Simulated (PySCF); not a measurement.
## A rate constant, worked out

An elementary step of BH₄OF, closed shell (BH₂F ([BH2][F]) + H₂O → BH₃O ([BH2][OH]) + HF; B–F, H–O broken or loosened, B–O, F–H formed or tightened). The start structure is the complex of the reactants, bound by 0.39 eV, and the electronic barrier above it is 0.958 eV by CCSD(T) at an estimated basis limit (MP2 extrapolated from triple and quadruple zeta, plus CCSD(T) − MP2 in triple zeta). PySCF 2.14 with density fitting (its default auxiliary sets; JK sets also for MP2 and CCSD(T)); basis: def2-TZVPP and def2-QZVPP; cores frozen in the correlated methods. Extrapolation: Hartree–Fock as exp(−7.88 √X), correlation as X^−2.97. Harmonic wavenumbers (analytic Hessian with the translational sum rule) at PBE0-D4/def2-TZVP (PySCF 2.14 with density fitting (its default auxiliary sets; JK sets also for MP2 and CCSD(T))), in cm⁻¹:

Start: 160, 312, 435, 634, 685, 983, 1038, 1062, 1155, 1259, 1635, 2506, 2569, 3780, 3875.

Saddle: 852i, 528, 601, 773, 819, 827, 963, 1099, 1176, 1243, 1263, 2033, 2582, 2682, 3877.

**Question.** Work out the transition-state-theory rate constant at 300 K from these numbers alone (harmonic vibrations; rotation, path degeneracy and anharmonicity left out), and the Wigner tunnelling factor. Use 1 cm⁻¹ = 1.2398 × 10⁻⁴ eV and k_B = 8.617 × 10⁻⁵ eV/K.

**Answer.** Zero-point energies, half the sums: start 22088/2 cm⁻¹ = 1.3693 eV; saddle, real modes only, 20466/2 cm⁻¹ = 1.2687 eV.
Barrier with zero-point energy: 0.958 + 1.2687 − 1.3693 = 0.8574 eV.
k_BT = 0.02585 eV, so the barrier is 33.17 k_BT.
Vibrational partition functions from the zero-point level, ln q = −Σ ln(1 − exp(−hν/k_BT)): start 1.126, saddle 0.228.
k = (k_BT/h) exp(ln q‡ − ln q) exp(−E0/k_BT), with log₁₀(k_BT/h in s⁻¹) = 12.80: log₁₀ k = 12.80 + (-0.898 − 33.17)/2.3026 = -2.00, so k ≈ 1 × 10^(-2) s⁻¹.
Wigner factor: 1 + (hν‡/k_BT)²/24 = 1 + (4.09)²/24 = 1.70, too large for this simple formula to be trusted. A change of 1 kcal/mol (0.043 eV) in the barrier would change k by a factor of 5.4 at this temperature.

T1 diagnostic: at most 0.013.

The step is the kind of ligand exchange by which a precursor binds to a hydroxyl group, or is hydrolysed, in atomic layer deposition of oxides.

Labels in which every atom is bracketed show which atoms are joined, not bond orders.

For scale, one of the runs: CCSD(T)/def2-TZVPP, 149 basis functions, launched by `OMP_NUM_THREADS=4 python run.py`. Hardware: 4 CPU threads of an Intel Xeon, shared host. Wall time 2.6 min; peak host memory 1.1 GiB.
